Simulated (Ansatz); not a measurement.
Worked example: correlation energy of [Br···H···F], doublet

Geometry: a point of a hydrogen-transfer path between rigid fragments, not a stationary point.

```yaml
atoms:
  - { symbol: Br, position_ang: [0.0000, 0.0000, -1.6427] }
  - { symbol: H, position_ang: [0.0000, 0.0000, 0.2723] }
  - { symbol: F, position_ang: [0.0000, 0.0000, 1.3703] }
```

Basis cc-pVDZ; Ansatz 0.2.0. Only valence electrons are correlated (noble-gas cores and the filled d shells of p-block atoms frozen), which leaves 15 electrons in 31 orbitals. Prefix R: restricted or restricted open-shell reference; prefix U: unrestricted. No spin–orbit coupling is included, and no scalar relativity.

Full CI isn't at hand for all of this; UCCSDT(Q) serves as the reference, and is uncertain by about the last step of the cluster series.

Runs differ by some tens of microhartree through their thresholds and, for an open shell, their frozen cores, so steps under 0.03 kcal/mol mean nothing.

| level | total energy (hartree) |
| --- | --- |
| UHF | -2672.350821 |
| UMP2 | -2672.655789 |
| UCCSD | -2672.673790 |
| UCCSD(T) | -2672.677677 |
| UCCSDT | -2672.678002 |
| UCCSDT(Q) | -2672.678684 |

Problem. What is the correlation energy at UCCSDT(Q), and what share of it do UMP2 and UCCSD(T) recover?

Solution. E(corr) = -2672.678684 − (-2672.350821) = -0.327863 hartree = -8.922 eV. UMP2: -0.304968 / -0.327863 = 93.02 %. UCCSD(T): -0.326856 / -0.327863 = 99.69 %.

Problem. By how many kcal/mol does UCCSD(T) miss UCCSDT(Q) (1 hartree = 627.509 kcal/mol), and which steps make up the rest?

Solution. -2672.677677 − (-2672.678684) = 0.001007 hartree = 0.63 kcal/mol. Steps: UCCSDT − UCCSD(T) = -0.20, UCCSDT(Q) − UCCSDT = -0.43 kcal/mol. That is within 1 kcal/mol of the reference in this basis, which itself misses far more of the correlation at the basis-set limit.
